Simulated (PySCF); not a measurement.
**AlP (triplet) under other conditions**

One physical setting of the base script is moved in each run, with the edits that it forces.

Computed with PySCF 2.14.0. Level: each script names its method and basis.

3 further runs of the same task are left out: 3 that didn't finish.

## 1. The starting structure

AlP (triplet): 2 atoms, charge 0, spin multiplicity 3.

Bond lengths: Al1–P2 2.136 Å.

## 2. Base script

input.py reads:

```python
from pyscf import gto, scf, mcscf

mol = gto.M(
    atom='Al 0 0 0; P 0 0 2.136',
    basis='6-31+g*',
    charge=0,
    spin=2,
    verbose=4,
)
mf = scf.ROHF(mol)
mf.kernel()
mc = mcscf.CASCI(mf, 5, 4)
mc.kernel()
mc.analyze()
mf.dip_moment()
print('orbital energies (hartree):', mf.mo_energy[..., max(0, mol.nelec[1]-3):mol.nelec[0]+3].round(4))
```

Started as:

```bash
OMP_NUM_THREADS=1 python input.py
```

The log of this run is left out.

It gives: E(SCF) = -582.555475 Eh, 12 cycles, E(CAS) − E(SCF) = -0.00296 Eh, μ = 3.55 D (of the SCF density).

The bond length is a typed value, not an optimised one. The triplet is typed in the script; nothing here shows that it is the ground state.

## 3. Bond 2.072 Å

Edit 1 changes bond length: 2.136 Å → 2.072 Å.

input.py reads:

```python
from pyscf import gto, scf, mcscf

mol = gto.M(
    atom='Al 0 0 0; P 0 0 2.072',
    basis='6-31+g*',
    charge=0,
    spin=2,
    verbose=4,
)
mf = scf.ROHF(mol)
mf.kernel()
mc = mcscf.CASCI(mf, 5, 4)
mc.kernel()
mc.analyze()
mf.dip_moment()
print('orbital energies (hartree):', mf.mo_energy[..., max(0, mol.nelec[1]-3):mol.nelec[0]+3].round(4))
```

Started as:

```bash
OMP_NUM_THREADS=1 python input.py
```

## 4. Singlet

Edit 2 changes spin (2S): 2 → 0; active space: 4 electrons in 5 orbitals → 6 electrons in 8 orbitals.

Changes to input.py since step 2:

```diff
@@ -6,3 +6,3 @@
     charge=0,
-    spin=2,
+    spin=0,
     verbose=4,
@@ -11,3 +11,3 @@
 mf.kernel()
-mc = mcscf.CASCI(mf, 5, 4)
+mc = mcscf.CASCI(mf, 8, 6)
 mc.kernel()
```

## 5. Bond 0.1 Å

Edit 3 changes bond length: 2.136 Å → 0.1 Å.

Changes to input.py since step 2:

```diff
@@ -3,3 +3,3 @@
 mol = gto.M(
-    atom='Al 0 0 0; P 0 0 2.136',
+    atom='Al 0 0 0; P 0 0 0.1',
     basis='6-31+g*',
```

What does the calculation give? Wanted: for each run, E(SCF); from base; SCF dipole; after the SCF.

**Answer**, as computed:

```tsv
run	E(SCF) (hartree)	from base (eV)	cycles	SCF dipole (D)	after the SCF
base	-582.555475	0	12	3.55	CASCI correlation -0.081 eV
bond 2.072 Å	-582.551797	+0.1001	12	3.63	CASCI correlation -0.076 eV
singlet	-582.497088	+1.5888	10	4.65	CASCI correlation -1.700 eV
bond 0.1 Å (poor choice)	-1.849924	+15801.8030	10	0.94	CASCI correlation -0.006 eV
```

**Reading.** Of the runs whose energies can be compared, “bond 0.1 Å” moves the SCF energy most (+15801.803 eV). The singlet solution found lies 1.59 eV above the base triplet at this geometry and level. Rows marked «poor choice» come from settings spoiled on purpose.
